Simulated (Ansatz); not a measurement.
# HS₂ radical (SMILES [S]S): one structure at several levels

One table from this session's results is given with a row withheld; the runs are named, their logs left out.

Program: Ansatz 0.2.0, Gaussian basis. Level of theory: single points in def2-TZVPP. These are calculated values, not measurements.

Cores are frozen in the correlated methods. Orbitals are unrestricted.

**The starting structure**

3 atoms, charge 0, spin multiplicity 2.

Atoms are counted from 1 here; the program's logs count them from 0.

Bond lengths: S1–S2 2.031 Å, S2–H3 1.370 Å. Angles: S1–S2–H3 97.9°.

Coordinates:

```xyz
3

S     1.0406    0.8195    0.6982
S     0.0119   -0.7624   -0.0543
H    -1.0249   -0.0637   -0.6134
```

The first run:

File run/in.yaml:

```yaml
crystal:
  periodic: [false, false, false]
  atoms:
    - {symbol: S, position_ang: [1.040600, 0.819500, 0.698200]}
    - {symbol: S, position_ang: [0.011900, -0.762400, -0.054300]}
    - {symbol: H, position_ang: [-1.024900, -0.063700, -0.613400]}
basis:
  gaussian: {orbitals: def2-TZVPP}
magnetization: {spin_polarized: true, initial_magnetization: 1}
correlation: {method: ccsd_t}
scf: {omitted_lower_state_checks: [cluster_reference]}
output: {forces: true}
```

The command line of these runs was not kept.

Steps of the session up to this table: CCSD(T)/def2-TZVPP; PBE0-D4/def2-TZVPP; wB97M-V/def2-TZVPP; r2SCAN-D4/def2-TZVPP; PBE-D4/def2-TZVPP; SPW92/def2-TZVPP; revPBE-D4/def2-TZVPP.

One table of the session follows, with a row left open; its other results are not shown here.

| method | RMS force component (eV/Å) | angle to CCSD(T) forces (°) | dipole (D) |
| --- | --- | --- | --- |
| CCSD(T) | 0.533 | reference | 1.48 |
| PBE0-D4 | 0.696 | 14.2 | 1.55 |
| wB97M-V | 0.678 | 9.0 | 1.49 |
| r2SCAN-D4 | ? | ? | ? |
| PBE-D4 | 0.482 | 24.5 | 1.61 |
| SPW92 | 0.658 | 29.6 | 1.71 |
| revPBE-D4 | 0.433 | 24.0 | 1.59 |

Q: Estimate the row for r2SCAN-D4 from the others.

The run gave: RMS force component (eV/Å): 0.626; angle to CCSD(T) forces (°): 14.8; dipole (D): 1.60. In the column «RMS force component (eV/Å)» it lies between CCSD(T) (0.533) and SPW92 (0.658).
